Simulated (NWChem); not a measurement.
# Correlation energy of dimethyl ether (C₂H₆O)

```xyz
9

C     -1.1611     0.0000    -0.1881
O      0.0000     0.0000     0.5778
C      1.1611     0.0000    -0.1881
H     -1.2330    -0.8952    -0.8395
H     -1.2330     0.8952    -0.8395
H     -2.0215     0.0000     0.4963
H      1.2330    -0.8952    -0.8395
H      2.0215     0.0000     0.4963
H      1.2330     0.8952    -0.8395
```
Charge 0, spin multiplicity 1.

The numbers come from NWChem runs, not from measurements. All single points use one geometry, from PBE0/def2-SVP, a minimum by its harmonic frequencies.

Basis set: 6-311G**. Each correlation energy counts from its own Hartree-Fock reference.

The correlated methods keep 3 core orbitals frozen. The Pople sets run with spherical d functions. No row is a measurement; the coupled-cluster row has its own basis-set and correlation limits.

Q: For the correlation energy, CCSD gives -543.7 mHa and SCS-MP2 gives -507.6 mHa. What do CCSD+T(CCSD), CR-CCSD(T), CCSD(T) give?

A: CCSD+T(CCSD): -560.3 mHa; CR-CCSD(T): -556.1 mHa; CCSD(T): -559.7 mHa.
